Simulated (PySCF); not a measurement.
ozone (O3), SMILES [O+]([O-])=O. Atoms are numbered in the order given.

```xyz
3

O      0.0000     1.0634     0.2113
O      0.0000     0.0000    -0.4227
O      0.0000    -1.0634     0.2113
```
Charge 0, spin multiplicity 1.

Geometry: PBE0-D3(BJ)/def2-TZVP. The molecule may have multireference character, which single-reference levels describe poorly.

Two levels are set side by side: PBE/pcSseg-2 (PySCF) and KT2/pcSseg-2 (PySCF). GIAO shifts against H2O (¹⁷O) at the same level; non-relativistic, no solvent, atoms listed together averaged. Differences are taken from unrounded values.

```csv
quantity,PBE
"δ(¹⁷O) of O1, O3 (ppm)",1604.8
δ(¹⁷O) of O2 (ppm),1175.8
```

These are the PBE values. What does KT2 give? (The exact figures need the calculation; the answer reports its results.)


| quantity | KT2 | PBE minus KT2 |
|---|---|---|
| δ(¹⁷O) of O1, O3 (ppm) | 1452.2 | 152.6 |
| δ(¹⁷O) of O2 (ppm) | 1097.6 | 78.2 |

Rough cost on one machine, each run with all the roots and properties that it gave: KT2 against PBE within a factor of 2.
